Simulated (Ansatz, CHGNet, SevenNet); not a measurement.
**How well does each level of theory give the elastic constant C12 of rock-salt ZrC?**

Reference value: 100 GPa (measured, temperature not stated, not corrected to a static lattice; as tabulated in Wu et al. (2005), arXiv:cond-mat/0412374).

| level (code) | value (GPa) | cell (Å³/atom) |
|---|---|---|
| CHGNet 0.3.0 | 115 | 13.15 |
| CHGNet-r²SCAN | 201 | 13.08 |
| SevenNet-l3i5 | 107 | 13.18 |
| LDA (Ansatz) | 110 | 12.50 |
| PBE (Ansatz) | ___ | 13.05 |
| PBEsol (Ansatz) | 106 | 12.72 |
| PBE-D3(BJ) (Ansatz) | ___ | 12.76 |
| r²SCAN (Ansatz) | 109 | 13.07 |
| HSE06 (Ansatz) | 108 | 12.90 |

**Question.** Fill in the missing entries.

**Answer.** 
- PBE (Ansatz, a quantum-chemistry and plane-wave program), value (GPa): 104
- PBE-D3(BJ) (Ansatz), value (GPa): 102

Differences against the reference: CHGNet 0.3.0 +15.0 %, CHGNet-r²SCAN +101 %, SevenNet-l3i5 +7.0 %, LDA +10.0 %, PBE +4.0 %, PBEsol +6.0 %, PBE-D3(BJ) +2.0 %, r²SCAN +9.0 %, HSE06 +8.0 %.

The reference's temperature isn't stated, so close values are not ranked against it. Off by more than 25 %, or 35 % on the side where a correction would as a rule narrow the miss (bounds picked here): CHGNet-r²SCAN (+101 %).

The reference isn't brought to a static lattice, while the calculations are for one, so the differences are not the levels' errors alone.  PBE-D3(BJ): the dispersion coefficients are held fixed in the derivatives. HSE06: hybrids on metals are sensitive to the k mesh. HSE06: the run warned that the count of filled bands differs between k points. Each level is taken at its own relaxed cell. Cutoffs and k meshes differ between the levels. Ansatz's density-functional and Hartree–Fock values are scalar-relativistic unless marked +SOC, with PAW data made under PBE.

Machine-learned potentials (CHGNet 0.3.0, CHGNet-r²SCAN, SevenNet-l3i5) are trained on DFT data: a solid inside that data is no test of them.

Differences are worked out from the printed values.
